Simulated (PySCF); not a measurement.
Work out the structure from these simulated measurements.

Formula: C3H2O.

- NMR, other nuclei: isotropic shieldings of nuclei other than C and H, by class: 20 (1 O) ppm [GIAO PBE0/pcSseg-2]
- 13C NMR: chemical shifts (computed TMS as zero) by class: 172.3 (2 C), 154.5 (1 C) ppm [GIAO PBE0/pcSseg-2]
- 1H NMR: chemical shifts (computed TMS as zero) by class: 9.32 (2 H) ppm [GIAO PBE0/pcSseg-2]
- Triplet: lowest triplet excitation (Tamm–Dancoff): 3.98 eV [TDA CAM-B3LYP/aug-cc-pVTZ]
- Rotational structure: rotational constants A, B, C: 32.460, 7.906, 6.357 GHz [PBE0-D3(BJ)/def2-TZVP]
- UV, strongest line: among the 10 lowest singlet transitions: S6 at 6.86 eV (181 nm, f = 0.039) [TDDFT CAM-B3LYP/aug-cc-pVTZ]
- Polarisability: 35.2 au [CAM-B3LYP/aug-cc-pVTZ]
- UV, first state: lowest singlet excitation: 4.40 eV (282 nm, f = 0.000) [TDDFT CAM-B3LYP/aug-cc-pVTZ]
- Dipole: 4.43 D [CAM-B3LYP/aug-cc-pVTZ]

Electronic properties: PySCF, gas phase, density fitting. Levels stand in brackets. Geometry: PBE0-D3(BJ)/def2-TZVP; no solvent, vibrations or thermal averaging. NMR classes are plain means over equivalent atoms (diastereotopic ones count apart unless rotation or inversion swaps them), as if these changed places fast.

Q: Give a SMILES that accounts for the data.

A: Numbering: `[O:1]=[c:2]1[cH:3][cH:4]1`. Its formula, C3H2O, gives 3 degrees of unsaturation: 1 ring and 2 π bonds in the structure found (Kekulé form). 3 carbons fall into 2 classes; from least to most shielded: unsaturated ring CH carbon [C3/C4] (172.3 ppm, 2 C), ring carbonyl carbon [C2] (154.5 ppm). All hydrogens form one class (9.32 ppm): hydrogen on carbon. The other shieldings belong to: 20 ppm, carbonyl oxygen [O1]. The optimised geometry has point group C2v and is an asymmetric top. Structure: cyclopropenone, `O=c1cc1`. Computed isomers that give other values at the same levels: `C#CC=O` (lowest singlet excitation: 3.89 eV (319 nm, f = 0.000)). The assignments are read from this structure; whether some other isomer fits the data as well wasn't checked.
